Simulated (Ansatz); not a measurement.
Born–Oppenheimer molecular dynamics of CH3NSi (6 atoms, charge 0, multiplicity 1). It starts at the highest image of a converged band. Of that band: Neighbouring images differ by up to 1.7 eV, so the band resolves the path poorly. A vibrational analysis at the climbing image gives one clearly imaginary mode, 1591i cm⁻¹: a first-order saddle point.

These are results of Ansatz 0.2.0, RKS PBE0-D4/STO-3G, not measurements.

```
ensemble                      : NVE (velocity Verlet)
time step                     : 0.5 fs
steps asked                   : 200
starting velocities drawn for : 100 K
seed                          : 6463
```

First frame:

```xyz
6
Properties=species:S:1:pos:R:3
C -1.076 -0.806 0.015
N 0.279 -1.022 0.445
Si 0.013 0.749 -0.033
H -0.229 -1.577 -0.604
H 0.923 1.137 -1.083
H 0.133 1.456 1.213
```

(1) How far do the bonds stretch over the last three quarters of this one trajectory? (Pairs bonded in most of those frames.)

Results:

(1) 
```tsv
bond	mean (Å)	spread (Å)	shortest	longest
C1–N2	1.426	0.110	1.24	1.62
C1–Si3	1.968	0.089	1.82	2.13
N2–Si3	1.824	0.078	1.71	1.96
N2–H4	1.089	0.049	1.00	1.19
Si3–H5	1.450	0.014	1.42	1.47
Si3–H6	1.449	0.012	1.43	1.47
```

Mean temperature of the second half: 1896 K. The conserved energy stayed within 0.82 meV per atom of its start (net change 0.14 meV per atom), so the integration is sound. The kinetic energy rose, since the run started high on the potential surface and went downhill. A run of 0.1 ps of so small a system gives no equilibrium averages. The orbitals stay closed-shell, which can raise the energy where a bond breaks towards radicals; this wasn't checked here. Limits of this set-up: minimal basis.

Run time: 2.4 min on 1 thread of Arm Neoverse V2, on a shared host, peak memory 0.075 GiB.
